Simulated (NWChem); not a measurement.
# SiCl$_{4}$; SMILES Cl[Si](Cl)(Cl)Cl

```xyz
5

Cl    -1.4599     0.1942    -1.4052
Si     0.0000     0.0000     0.0000
Cl     1.7363    -0.5661    -0.8992
Cl     0.2745     1.7824     0.9441
Cl    -0.5509    -1.4106     1.3603
```
Atoms are numbered in this order, from 1.

Results from NWChem. Medium grid unless said otherwise, to which SCAN and Minnesota functionals are sensitive. The geometry was optimised at PBE0/def2-SVP. B3LYP is NWChem's, with the RPA form of VWN correlation. Total energies of different functionals are on different scales.

| level | energy (Ha) | highest occupied level (eV) | orbital gap (eV) |
|---|---|---|---|
| LDA (Slater exchange, VWN5)/def2-TZVPD | -2123.5169 | -8.30 | 6.08 |
| PBE/def2-TZVPD | -2129.6765 | -8.17 | 6.19 |
| BLYP/def2-TZVPD | -2130.5550 | -8.00 | 6.10 |
| TPSS/def2-TZVPD | -2130.6715 | -8.29 | 6.52 |
| r2SCAN/def2-TZVPD | -2130.4329 | -8.53 | 6.96 |
| B3LYP/def2-TZVPD | -2130.6433 | ? | ? |
| PBE0/def2-TZVPD | -2129.8511 | -9.59 | 8.56 |
| M06-2X/def2-TZVPD | -2130.4992 | -10.93 | 10.57 |
| CAM-B3LYP/def2-TZVPD | -2130.6337 | -10.96 | 10.84 |
| Hartree-Fock/def2-TZVPD | -2127.2114 | -12.92 | 14.06 |

Complete the blanks.


- B3LYP/def2-TZVPD, highest occupied level (eV): -9.30
- B3LYP/def2-TZVPD, orbital gap (eV): 7.99
